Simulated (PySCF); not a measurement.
# hydrogen cyanide: calculation against experiment

**The experiment to reproduce.**

NIST CCCBDB Release 22 (SRD 101), experimental dipoles lists, for the gas: dipole moment (microwave Stark effect, vibrational ground state) 2.98 D.

The runs below try to reproduce these values; the comparison stands at the end.

Species: hydrogen cyanide, HCN.
SMILES with atom numbers: `[CH:1]#[N:2]` (hydrogens: H3 on C1)

Cartesian coordinates in Å at the B3LYP/def2-TZVP level; atoms count from 1:
```
atom  x, y, z in Å
C1    -0.025   -0.002   -0.005
N2     1.121    0.020   -0.012
H3    -1.092   -0.022    0.002
```

The PySCF runs (gas phase, on this B3LYP/def2-TZVP geometry; no spin–orbit coupling):

| level | job | basis functions | wall time |
| --- | --- | --- | --- |
| B3LYP/def2-TZVP, grid level 1 | geometry optimisation from a GFN2-xTB start | 68 | 1.4 s |

Hardware: one thread of an Arm Neoverse V2, shared host.

**Comparison with experiment**

**Dipole moment.** Measured: 2.98 D (NIST CCCBDB Release 22 (SRD 101), experimental dipoles).

```
          level  computed (D)  computed − measured (D)  % (from the printed values)
B3LYP/def2-TZVP          3.03                    +0.05                           +2
```

The computed dipoles belong to one fixed geometry; measured ones are averaged over vibrations unless marked μe. Magnitudes are compared, not signs.

The geometry is computed, not the measured one. Where a level misses, the cause wasn't examined.
